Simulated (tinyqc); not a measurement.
CCSD on RHF in the sto-6g basis, frozen core, for HF, spin multiplicity 1, step by step. Computed by tinyqc, a small Python program that keeps every step (integrals from PySCF). Settings: charge = 0, multiplicity = 1, basis = sto-6g, method = RHF, frozen orbitals = 1, energy threshold = 1e-10, iteration cap = 64, orthogonalisation = canonical, start = Wolfsberg-Helmholz matrix, DIIS depth = 6, amplitude equations = CCSD, DIIS depth for amplitudes = 4, cap on updates = 82. Command: `OMP_NUM_THREADS=1 python tinyqc.py 22122 22123 out.jsonl` (the two numbers bound the seeds that draw the settings). One thread of a shared host (Intel(R) Xeon(R) Processor @ 2.60GHz), about 0.3 s of CPU time with the checks. The early iterations of the SCF are left out here.

## One-electron integrals

Geometry (angstrom):
```
atom,x,y,z
F,0.000000,0.000000,0.000000
H,0.000000,0.000000,0.852000
```

Basis sto-6g: exponents (1/bohr^2) and contraction coefficients of normalised primitives:
```
element,l (shell),exponent,coefficient
F,s (1),1728.626574,0.009164
F,s (1),316.941790,0.049361
F,s (1),88.668891,0.168538
F,s (1),30.460157,0.370563
F,s (1),11.828570,0.416492
F,s (1),4.871659,0.130334
F,s (2),67.032281,-0.013253
F,s (2),13.267438,-0.046992
F,s (2),4.123510,-0.033785
F,s (2),1.586463,0.250242
F,s (2),0.689002,0.595117
F,s (2),0.315820,0.240706
F,p (3),67.032281,0.003760
F,p (3),13.267438,0.037679
F,p (3),4.123510,0.173897
F,p (3),1.586463,0.418036
F,p (3),0.689002,0.425860
F,p (3),0.315820,0.101708
H,s (1),35.523221,0.009164
H,s (1),6.513144,0.049361
H,s (1),1.822143,0.168538
H,s (1),0.625955,0.370563
H,s (1),0.243077,0.416492
H,s (1),0.100112,0.130334
```

Overlap, kinetic and nuclear-attraction integrals over the contracted functions; the nuclear repulsion is the sum of Za Zb / Rab.

nuclear repulsion = 5.58990012 hartree

overlap S:
```
,1F 1s,1F 2s,1F 2px,1F 2py,1F 2pz,2H 1s
1F 1s,1.000000,0.232479,0.000000,0.000000,0.000000,0.058780
1F 2s,0.232479,1.000000,0.000000,0.000000,0.000000,0.496259
1F 2px,0.000000,0.000000,1.000000,0.000000,0.000000,0.000000
1F 2py,0.000000,0.000000,0.000000,1.000000,0.000000,0.000000
1F 2pz,0.000000,0.000000,0.000000,0.000000,1.000000,0.369749
2H 1s,0.058780,0.496259,0.000000,0.000000,0.369749,1.000000
```

kinetic energy T (hartree):
```
,1F 1s,1F 2s,1F 2px,1F 2py,1F 2pz,2H 1s
1F 1s,37.397730,-1.143349,0.000000,0.000000,0.000000,0.002134
1F 2s,-1.143349,1.082297,0.000000,0.000000,0.000000,0.165671
1F 2px,0.000000,0.000000,3.251325,0.000000,0.000000,0.000000
1F 2py,0.000000,0.000000,0.000000,3.251325,0.000000,0.000000
1F 2pz,0.000000,0.000000,0.000000,0.000000,3.251325,0.326787
2H 1s,0.002134,0.165671,0.000000,0.000000,0.326787,0.768522
```

nuclear attraction V (hartree):
```
,1F 1s,1F 2s,1F 2px,1F 2py,1F 2pz,2H 1s
1F 1s,-78.443552,-8.010103,0.000000,0.000000,-0.018448,-2.331931
1F 2s,-8.010103,-12.088593,0.000000,0.000000,-0.204141,-4.744168
1F 2px,0.000000,0.000000,-12.041578,0.000000,0.000000,0.000000
1F 2py,0.000000,0.000000,0.000000,-12.041578,0.000000,0.000000
1F 2pz,-0.018448,-0.204141,0.000000,0.000000,-12.181086,-3.191018
2H 1s,-2.331931,-4.744168,0.000000,0.000000,-3.191018,-6.520500
```

core Hamiltonian H = T + V (hartree):
```
,1F 1s,1F 2s,1F 2px,1F 2py,1F 2pz,2H 1s
1F 1s,-41.045822,-9.153452,0.000000,0.000000,-0.018448,-2.329797
1F 2s,-9.153452,-11.006296,0.000000,0.000000,-0.204141,-4.578497
1F 2px,0.000000,0.000000,-8.790252,0.000000,0.000000,0.000000
1F 2py,0.000000,0.000000,0.000000,-8.790252,0.000000,0.000000
1F 2pz,-0.018448,-0.204141,0.000000,0.000000,-8.929760,-2.864232
2H 1s,-2.329797,-4.578497,0.000000,0.000000,-2.864232,-5.751978
```

## Two-electron integrals

Functions are numbered as in S; the eight-fold symmetry (ij|kl) = (ji|kl) = (kl|ij) leaves the list below.

Two-electron integrals (ij|kl) in chemists' order, unique and non-zero (hartree):
```
i,j,k,l,(ij|kl)
1,1,1,1,5.406240
2,1,1,1,0.768129
2,1,2,1,0.138909
2,2,1,1,1.266271
2,2,2,1,0.283987
2,2,2,2,0.926367
3,1,3,1,0.029452
3,2,3,1,0.044681
3,2,3,2,0.204753
3,3,1,1,1.266273
3,3,2,1,0.283987
3,3,2,2,0.926366
3,3,3,3,0.998085
4,1,4,1,0.029452
4,2,4,1,0.044681
4,2,4,2,0.204753
4,3,4,3,0.053789
4,4,1,1,1.266273
4,4,2,1,0.283987
4,4,2,2,0.926366
4,4,3,3,0.890506
4,4,4,4,0.998085
5,1,5,1,0.029452
5,2,5,1,0.044681
5,2,5,2,0.204753
5,3,5,3,0.053789
5,4,5,4,0.053789
5,5,1,1,1.266273
5,5,2,1,0.283987
5,5,2,2,0.926366
5,5,3,3,0.890506
5,5,4,4,0.890506
5,5,5,5,0.998085
6,1,1,1,0.207642
6,1,2,1,0.035963
6,1,2,2,0.071813
6,1,3,3,0.071686
6,1,4,4,0.071686
6,1,5,1,0.001550
6,1,5,2,0.003014
6,1,5,5,0.072068
6,1,6,1,0.009467
6,2,1,1,0.475405
6,2,2,1,0.107982
6,2,2,2,0.386957
6,2,3,3,0.381772
6,2,4,4,0.381772
6,2,5,1,0.007704
6,2,5,2,0.055423
6,2,5,5,0.397324
6,2,6,1,0.027893
6,2,6,2,0.191408
6,3,3,1,0.012619
6,3,3,2,0.070033
6,3,5,3,0.011838
6,3,6,3,0.029705
6,4,4,1,0.012619
6,4,4,2,0.070033
6,4,5,4,0.011838
6,4,6,4,0.029705
6,5,1,1,0.299459
6,5,2,1,0.069042
6,5,2,2,0.264461
6,5,3,3,0.252793
6,5,4,4,0.252793
6,5,5,1,0.017125
6,5,5,2,0.107237
6,5,5,5,0.287796
6,5,6,1,0.018718
6,5,6,2,0.160514
6,5,6,5,0.163980
6,6,1,1,0.585816
6,6,2,1,0.135507
6,6,2,2,0.552975
6,6,3,3,0.533595
6,6,4,4,0.533595
6,6,5,1,0.013631
6,6,5,2,0.131754
6,6,5,5,0.591733
6,6,6,1,0.035361
6,6,6,2,0.333557
6,6,6,5,0.325014
6,6,6,6,0.774999
```

## Orthogonalisation

S = U s U^T; canonical form X = U s^(-1/2), so that X^T S X = 1. Each column of U has its largest component positive (the first on a tie).

eigenvalues of S: 0.367057  0.849823  1.000000  1.000000  1.116633  1.666487

X:
```
,1,2,3,4,5,6
1F 1s,0.254262,0.778143,0.000000,0.000000,-0.592328,0.204838
1F 2s,-0.977289,-0.444508,0.000000,0.000000,-0.346722,0.456494
1F 2px,0.000000,0.000000,0.019475,0.999810,0.000000,0.000000
1F 2py,0.000000,0.000000,0.999810,-0.019475,0.000000,0.000000
1F 2pz,-0.658569,0.566317,0.000000,0.000000,0.621342,0.286886
2H 1s,1.127350,-0.230015,0.000000,0.000000,0.195995,0.517123
```

Within a degenerate level the vectors are fixed only up to a rotation; this is one choice.

## Starting guess

The start is the generalised Wolfsberg-Helmholz matrix (K = 1.75) built on H; D = 2 C_occ C_occ^T.

D at the start:
```
,1F 1s,1F 2s,1F 2px,1F 2py,1F 2pz,2H 1s
1F 1s,2.078052,-0.317515,0.000000,0.000000,0.112372,-0.182717
1F 2s,-0.317515,1.400539,0.000000,0.000000,-0.438794,0.494489
1F 2px,0.000000,0.000000,2.000000,0.000000,0.000000,0.000000
1F 2py,0.000000,0.000000,0.000000,2.000000,0.000000,0.000000
1F 2pz,0.112372,-0.438794,0.000000,0.000000,1.734922,0.249986
2H 1s,-0.182717,0.494489,0.000000,0.000000,0.249986,0.279945
```

## Iteration 7 (converged): orbitals

converged F (hartree):
```
,1F 1s,1F 2s,1F 2px,1F 2py,1F 2pz,2H 1s
1F 1s,-26.228325,-6.369813,0.000000,0.000000,-0.026646,-1.621003
1F 2s,-6.369813,-2.932060,0.000000,0.000000,-0.129261,-1.273352
1F 2px,0.000000,0.000000,-0.476599,0.000000,0.000000,0.000000
1F 2py,0.000000,0.000000,0.000000,-0.476599,0.000000,0.000000
1F 2pz,-0.026646,-0.129261,0.000000,0.000000,-0.424953,-0.614780
2H 1s,-1.621003,-1.273352,0.000000,0.000000,-0.614780,-0.706696
```

Diagonalise F' = X^T F X, C = X C', fill 5 alpha and 5 beta electrons from the bottom; D = 2 C_occ C_occ^T. Each column has its largest component positive (the first on a tie).

F' = X^T F X (hartree):
```
,1,2,3,4,5,6
1,0.219077,-1.974791,0.000000,0.000000,1.274982,-0.365816
2,-1.974791,-11.706269,0.000000,0.000000,11.178991,-5.568275
3,0.000000,0.000000,-0.476599,0.000000,0.000000,0.000000
4,0.000000,0.000000,0.000000,-0.476599,0.000000,0.000000
5,1.274982,11.178991,0.000000,0.000000,-11.887328,5.964825
6,-0.365816,-5.568275,0.000000,0.000000,5.964825,-4.290706
```

orbital energies (hartree): MO1 -26.231799, MO2 -1.508284, MO3 -0.613025, MO4 -0.476599, MO5 -0.476599, MO6 0.687882

coefficients C:
```
,MO1,MO2,MO3,MO4,MO5,MO6
1F 1s,0.996986,-0.234477,0.082494,0.000000,0.000000,0.084861
1F 2s,0.013710,0.921015,-0.468694,0.000000,0.000000,-0.642770
1F 2px,0.000000,0.000000,0.000000,-0.197717,0.980259,0.000000
1F 2py,0.000000,0.000000,0.000000,0.980259,0.197717,0.000000
1F 2pz,0.002551,0.112709,0.713683,0.000000,0.000000,-0.837104
2H 1s,-0.004127,0.162842,0.496271,0.000000,0.000000,1.164833
```

D after iteration 7:
```
,1F 1s,1F 2s,1F 2px,1F 2py,1F 2pz,2H 1s
1F 1s,2.111531,-0.481905,0.000000,0.000000,0.069980,-0.002715
1F 2s,-0.481905,2.136263,0.000000,0.000000,-0.461316,-0.165352
1F 2px,0.000000,0.000000,2.000000,0.000000,0.000000,0.000000
1F 2py,0.000000,0.000000,0.000000,2.000000,0.000000,0.000000
1F 2pz,0.069980,-0.461316,0.000000,0.000000,1.044107,0.745047
2H 1s,-0.002715,-0.165352,0.000000,0.000000,0.745047,0.545638
```

Within a degenerate level the vectors are fixed only up to a rotation; this is one choice.

## Convergence

Stop when the energy changes by less than 1e-10 hartree and every element of the error matrix X^T (F D S - S D F) X is below 3e-06.

Course of the cycle:
```
iteration,E (hartree),change,largest element of the error matrix
1,-99.24520784,-,9.63e-01
2,-99.46538604,-2.20e-01,1.72e-01
3,-99.48517826,-1.98e-02,2.51e-02
4,-99.48552131,-3.43e-04,1.56e-03
5,-99.48552250,-1.19e-06,1.05e-04
6,-99.48552251,-8.24e-09,5.84e-06
7,-99.48552251,-2.50e-11,1.54e-09
```

PySCF RHF in the same basis = -99.48552251 hartree

Converged in 7 iterations.

## Populations, bond orders and dipole

Mulliken: Z minus the diagonal of D S on the atom; Loewdin: the same with S^(1/2) D S^(1/2); Mayer order: 2 sum_s sum (D(s) S)_ij (D(s) S)_ji over the two atoms.

Charges (e):
```
atom,Mulliken,Loewdin
1F,-0.261099,-0.182508
2H,0.261099,0.182508
```

Mayer bond orders:
```
pair,order
2-1,0.931827
```

dipole moment about the origin, x y z (debye): 0.000000  0.000000  1.386981

## Integrals over molecular orbitals

(pq|rs) = sum C_ip C_jq C_kr C_ls (ij|kl), one index at a time.

one-electron integrals over orbitals h = C^T H C (hartree):
```
,1,2,3,4,5,6
1,-41.031572,0.705940,-0.244704,0.000000,0.000000,-0.264210
2,0.705940,-9.247436,0.543521,0.000000,0.000000,1.343153
3,-0.244704,0.543521,-7.909604,0.000000,0.000000,1.716749
4,0.000000,0.000000,0.000000,-8.790252,0.000000,0.000000
5,0.000000,0.000000,0.000000,0.000000,-8.790252,0.000000
6,-0.264210,1.343153,1.716749,0.000000,0.000000,-6.142153
```

Two-electron integrals over orbitals (pq|rs), unique and non-zero (hartree); the lowest 1 orbital is frozen and left out:
```
p,q,r,s,(pq|rs)
2,2,2,2,0.863092
3,2,2,2,-0.002828
3,2,3,2,0.158801
3,3,2,2,0.772923
3,3,3,2,-0.062601
3,3,3,3,0.808291
4,2,4,2,0.177955
4,3,4,2,-0.046520
4,3,4,3,0.053277
4,4,2,2,0.876552
4,4,3,2,-0.075343
4,4,3,3,0.782484
4,4,4,4,0.998085
5,2,5,2,0.177955
5,3,5,2,-0.046520
5,3,5,3,0.053277
5,4,5,4,0.053789
5,5,2,2,0.876552
5,5,3,2,-0.075343
5,5,3,3,0.782484
5,5,4,4,0.890506
5,5,5,5,0.998085
6,2,2,2,-0.142434
6,2,3,2,-0.034257
6,2,3,3,-0.050093
6,2,4,4,-0.141657
6,2,5,5,-0.141657
6,2,6,2,0.101078
6,3,2,2,-0.141201
6,3,3,2,0.091459
6,3,3,3,-0.133096
6,3,4,4,-0.177133
6,3,5,5,-0.177133
6,3,6,2,0.061499
6,3,6,3,0.155712
6,4,4,2,-0.046543
6,4,4,3,-0.011126
6,4,6,4,0.032468
6,5,5,2,-0.046543
6,5,5,3,-0.011126
6,5,6,5,0.032468
6,6,2,2,0.698009
6,6,3,2,0.078315
6,6,3,3,0.670910
6,6,4,4,0.658388
6,6,5,5,0.658388
6,6,6,2,-0.070755
6,6,6,3,-0.008934
6,6,6,6,0.723370
```

## CCSD: starting amplitudes

t_ij^ab = <ij||ab> / (e_i + e_j - e_a - e_b), whose energy is MP2.

Starting amplitudes (spin orbitals 1a, 1b, ...; amplitudes related by a flip of all spins are not repeated):
```
from,to,t
3a 3b,6a 6b,-0.059847
2a 2b,6a 6b,-0.023012
2a 3b,6a 6b,-0.017586
5a 5b,6a 6b,-0.013941
4a 4b,6a 6b,-0.013941
```

correlation energy = -0.01471327 hartree

## CCSD: amplitude update 1

t_i^a D_i^a and t_ij^ab D_ij^ab are set to the remaining terms of the spin-orbital equations, evaluated with the old amplitudes; for the doubles these are <ij||ab> + 1/2 <ab||ef> t_ij^ef + 1/2 <mn||ij> t_mn^ab + P(ij)P(ab) <mb||ej> t_im^ae + terms in t^2 + terms with t1, D the orbital-energy denominators.

Amplitudes after update 1 (spin orbitals 1a, 1b, ...; amplitudes related by a flip of all spins are not repeated):
```
from,to,t
3a 3b,6a 6b,-0.079000
2a 2b,6a 6b,-0.025684
2a 3b,6a 6b,-0.025380
5a 5b,6a 6b,-0.016177
4a 4b,6a 6b,-0.016177
3a,6a,0.005041
2a,6a,0.000183
```

correlation energy = -0.01906539 hartree

## CCSD: amplitude update 2

As before.

Amplitudes after update 2 (spin orbitals 1a, 1b, ...; amplitudes related by a flip of all spins are not repeated):
```
from,to,t
3a 3b,6a 6b,-0.086136
2a 3b,6a 6b,-0.028001
2a 2b,6a 6b,-0.025819
5a 5b,6a 6b,-0.016620
4a 4b,6a 6b,-0.016620
3a,6a,0.007616
2a,6a,0.000097
```

correlation energy = -0.02053634 hartree

## CCSD: convergence

E_corr = 1/4 sum <ij||ab> t_ij^ab + 1/2 sum <ij||ab> t_i^a t_j^b; stop when the norm of the change is below 1e-8.

Course of the amplitude iterations:
```
update,correlation energy (hartree),norm of the change
0,-0.01471327,-
1,-0.01906539,4.55e-02
2,-0.02053634,1.65e-02
3,-0.02137405,6.24e-03
4,-0.02137137,3.65e-04
5,-0.02137186,2.17e-05
6,-0.02137186,4.33e-06
7,-0.02137186,9.17e-07
8,-0.02137186,6.72e-08
9,-0.02137186,1.05e-08
10,-0.02137186,1.55e-09
```

Converged amplitudes (spin orbitals 1a, 1b, ...; amplitudes related by a flip of all spins are not repeated):
```
from,to,t
3a 3b,6a 6b,-0.090705
2a 3b,6a 6b,-0.029237
2a 2b,6a 6b,-0.025538
5a 5b,6a 6b,-0.016702
4a 4b,6a 6b,-0.016702
3a,6a,0.009588
2a,6a,-0.000268
```

CCSD total energy = -99.50689437 hartree

T1 diagnostic, norm of the one-spin t1 over sqrt(correlated electrons) = 0.003391

Converged in 10 updates, with DIIS from the third.
